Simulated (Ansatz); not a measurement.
C3H6O2 can be A, `C=C(O)CO`, or B, `CC=C(O)O`.

Calculated with Ansatz (gas phase, PBE0-D4/def2-TZVP geometries, no zero-point term in ΔE). CCSD(T)/CBS is the MP2 limit (def2-TZVPP, def2-QZVPP) plus CCSD(T) − MP2 in def2-TZVPP, frozen cores. Functionals use def2-TZVPP. B3LYP here is the variant with VWN-RPA as its local correlation; programs differ in this. One conformer a species, not always the lowest.

A:

Z-matrix (Å, degrees):
```
C
O 1 1.419
C 1 1.500 2 111.1
H 1 1.094 2 105.1 3 118.4
H 1 1.094 2 112.3 3 -124.3
H 2 0.962 1 108.2 3 70.1
O 3 1.353 1 113.7 2 41.2
C 3 1.328 1 124.1 2 -140.8
H 7 0.967 3 106.9 1 -14.8
H 8 1.081 3 119.9 1 1.7
H 8 1.082 3 121.3 1 -176.9
```

B:

```xyz
11

C    -0.495    0.421    1.375
C     0.341   -0.431    0.480
C     0.393   -0.328   -0.846
O     1.193   -1.097   -1.605
O    -0.308    0.535   -1.621
H    -1.335   -0.130    1.813
H     0.094    0.818    2.207
H    -0.919    1.294    0.866
H     0.962   -1.199    0.923
H     0.990   -0.912   -2.528
H    -0.918    1.029   -1.065
```

Which isomer does CCSD(T)/CBS put lower? Give the gap. (Best estimate.)

Computed: B, by 5.4 kcal/mol.

Give E(B) − E(A) in kcal/mol with MP2/def2-TZVPP, B2PLYP, B3LYP-D4, CCSD(T)/def2-TZVPP, PBE0-D4, HF/def2-TZVPP, ωB97M-V. (Best estimate.)

Ansatz gave: MP2/def2-TZVPP -6.2, B2PLYP -6.1, B3LYP-D4 -6.1, CCSD(T)/def2-TZVPP -5.4, PBE0-D4 -7.3, HF/def2-TZVPP -6.2, ωB97M-V -6.3. None reverses the order clearly.

Largest T1 diagnostic: 0.012.
